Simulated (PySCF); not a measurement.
Geometries of 2 isomers of C2H4N2, from PBE0-D3(BJ)/def2-SVP geometry optimisation, gas phase (PySCF 2.14.0). One conformer each, no zero-point energy, no frequencies.

Task: Which isomer lies lower at this level?
A.
```xyz
8
angstrom
N      1.846   -0.058    0.059
C      0.640   -0.450    0.078
C     -0.557    0.405   -0.099
N     -1.763    0.013   -0.079
H      1.886    0.957   -0.100
H      0.438   -1.524    0.240
H     -0.356    1.480   -0.263
H     -1.802   -1.002    0.081
```
B.
```xyz
8
angstrom
N      2.069    1.239   -0.745
C      1.049    0.854   -0.360
C     -0.221    0.347    0.168
N     -0.474   -1.005   -0.273
H     -1.016    1.008   -0.217
H     -0.195    0.508    1.267
H      0.192   -1.652    0.144
H     -1.403   -1.298    0.017
```

Result: B. That is aminoacetonitrile (`N#CCN`), 10.7 kcal/mol below the other.

```json
{"SMILES": "N#CCN", "atoms numbered as above": "[N:1]#[C:2][CH2:3][NH2:4]", "E (Eh)": "-187.73342", "relative (kcal/mol)": "0.0", "relative (kJ/mol)": "0.0", "dipole (D)": "4.56"}
{"SMILES": "[H]/N=C\\C=N/[H]", "atoms numbered as above": "[H]/[N:1]=[CH:2]\\[CH:3]=[N:4]/[H]", "E (Eh)": "-187.71634", "relative (kcal/mol)": "10.7", "relative (kJ/mol)": "44.8", "dipole (D)": "0.00"}
```

As drawn, the lower has a C≡N group, which the higher lacks; the higher has a C=N bond, which the lower lacks.
